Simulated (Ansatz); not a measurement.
# The cluster B3H3−: the relaxed shape and its frontier levels

Aim: characterise the cluster B3H3− as a doublet: its structure, frontier levels and distribution of charge and spin.

Method: UKS PBE0-D4/def2-TZVPD; program: Ansatz 0.2.0, Gaussian basis.

Plan: relaxation at r2SCAN-D4/def2-TZVPD; a search for the lowest solution at PBE0-D4/def2-SVP; a single point at PBE0-D4/def2-TZVPD.

### 1 The system as given

6 atoms, charge -1, spin multiplicity 2.

Atoms are counted from 1 here; the program's logs count them from 0.

Bond lengths: B1–B2 1.534 Å, B1–B3 1.651 Å, B1–H4 1.230 Å, B2–B3 1.534 Å, B2–H5 1.226 Å, B3–H6 1.230 Å. Angles: B2–B1–B3 57.4°, B2–B1–H4 168.3°, B3–B1–H4 134.3°, B1–B2–B3 65.1°, B1–B2–H5 147.7°, B3–B2–H5 147.2°, B1–B3–B2 57.4°, B1–B3–H6 134.5°, B2–B3–H6 168.1°.

Coordinates:

```
atom    x (Å)    y (Å)    z (Å)
  B1  -0.4222  -0.6435   0.4565
  B2   0.2047  -0.2625  -0.8904
  B3   0.2737   0.8292   0.1853
  H4  -0.9759  -1.1672   1.4219
  H5   0.4700  -0.5936  -2.0403
  H6   0.4497   1.8376   0.8670
```

The ion is computed in the gas phase, without counter-ions or solvent.

The start is a GFN2-xTB geometry.

### 2 Optimising with r2SCAN-D4/def2-TZVPD

The input, in.yaml:

```yaml
crystal:
  periodic: [false, false, false]
  atoms:
    - {symbol: B, position_ang: [-0.422220, -0.643510, 0.456520]}
    - {symbol: B, position_ang: [0.204750, -0.262450, -0.890450]}
    - {symbol: B, position_ang: [0.273660, 0.829210, 0.185280]}
    - {symbol: H, position_ang: [-0.975950, -1.167230, 1.421930]}
    - {symbol: H, position_ang: [0.470010, -0.593640, -2.040310]}
    - {symbol: H, position_ang: [0.449750, 1.837620, 0.867020]}
basis:
  gaussian: {orbitals: def2-TZVPD}
total_charge: -1
magnetization: {spin_polarized: true, initial_magnetization: 1}
hamiltonian: {xc: r2scan, dispersion: d4}
scf: {lower_state_search: "off"}
output: {orbitals: {seedname: orbitals}}
relax: {f_tol: 0.02, max_steps: 100}
```

Started as:

```
$ ansatz run in.yaml --threads 4 --pin off --events-out ev --progress --plain --max-ram 3916MiB
```

After this run come: Searching for the lowest solution, PBE0-D4/def2-SVP; Single point, PBE0-D4/def2-TZVPD.

Before running them: what should the planned runs give, taken together? Wanted: point group; commonest bond, hydrogen aside; HOMO, LUMO at PBE0-D4/def2-TZVPD; ⟨S²⟩.

As calculated:

```
                                          quantity                          value
                                       point group                            C2v
                    commonest bond, hydrogen aside  B–B, 3 of mean length 1.614 Å
HOMO, LUMO at PBE0-D4/def2-TZVPD (over both spins)                 -0.26, 3.00 eV
                                              ⟨S²⟩                          0.759
```

What this shows: The molecule keeps its bonding pattern by the stored test; the atoms moved 0.09 Å (rms). No usable vibrations, so a minimum isn't proven. Whether this spin is the lowest isn't tested here.

The anion's highest level is positive in at least one run, so there the basis alone may hold the extra electron.
